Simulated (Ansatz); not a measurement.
System: hcp Hf. Method: PBE-D4 in Ansatz (plane waves, PAW).

Settings: plane-wave cutoff 520 eV, 18×18×12 k mesh (along the axes of the cell as run), Fermi–Dirac smearing 0.05 eV, scalar-relativistic PAW data made under PBE.

Cell (relaxed at this level):

```yaml
crystal:
  lattice:
    - [1.59460, -2.76193, 0.00000]
    - [1.59460, 2.76193, 0.00000]
    - [0.00000, 0.00000, 5.04607]
  atoms:
    - { symbol: Hf, position: [0.33333, 0.66667, 0.25000] }
    - { symbol: Hf, position: [0.66667, 0.33333, 0.75000] }
```

Problem. Predict the bulk modulus B0 and pressure derivative B′ of the bulk modulus.

Solution. 
bulk modulus B0: 109 GPa
pressure derivative B′ of the bulk modulus: 3.4

The run finds no gap.

Measured, for comparison: bulk modulus 110 GPa (zero-point energy and finite temperature contributions removed; as tabulated in doi:10.1021/acs.jctc.3c00612). Computed (rounded) less measured: bulk modulus -0.9 %.

Note: the bulk modulus comes from volumes at which shape and atoms were relaxed.

Spin–orbit coupling is not included.

The result took roughly 7 core-minutes.

Ansatz is a first-principles code.
